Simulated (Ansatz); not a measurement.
Hydrogen abstraction

Start structure (H₃S, doublet), relaxed at PBE0-D4/def2-TZVP:

| atom | x (Å) | y (Å) | z (Å) |
| --- | --- | --- | --- |
| H1 | -0.3488 | 0.3018 | -0.0462 |
| S2 | 0.4581 | 1.1691 | 0.5838 |
| H3 | -1.5481 | -1.7312 | -1.2303 |
| H4 | 1.4387 | 0.2604 | 0.6929 |

The step: H₂S + H → HS + H₂; bonds formed: H1–H3; bonds broken: H1–S2. Program: Ansatz 0.2.0. Basis: def2-TZVPP and def2-QZVPP. Cores are frozen in the correlated methods; orbitals are unrestricted. Extrapolation: Hartree–Fock as exp(−7.88 √X), correlation as X^−2.97. Energies below are by CCSD(T) at an estimated basis limit (MP2 extrapolated from triple and quadruple zeta, plus CCSD(T) − MP2 in triple zeta).

Task: What are the electronic barrier and the energy of the step, from the start structure to the end structure? (Judge from chemistry; the value comes from the calculation.)

Result: The calculation gives: Barrier 3.56 kcal/mol; step energy -13.80 kcal/mol (downhill); reverse barrier, their difference, 17.35 kcal/mol. Barrier and step energy count from the start structure, the reverse barrier from the end structure.

The saddle point: One imaginary mode of 688i cm⁻¹.
| pair | start (Å) | saddle (Å) | end (Å) |
| --- | --- | --- | --- |
| H1–H3 | 2.64 | 1.31 | 0.75 |
| H1–S2 | 1.34 | 1.39 | 3.21 |

Zero-point energy (harmonic, PBE0-D4): ZPE is 9.76 kcal/mol at the start and 9.28 kcal/mol at the saddle, so the barrier goes from 3.56 to 3.08 kcal/mol.

T1 diagnostic: at most 0.014. ⟨S²⟩ of the unrestricted Hartree–Fock references: 0.75 to 0.77 (a pure state has 0.75).

For scale, one of the runs: CCSD(T)/def2-TZVPP, 84 basis functions (an equivalent command: `ansatz run in.yaml --threads 2`). The run took about 2.1 s on 2 CPU threads (shared host).
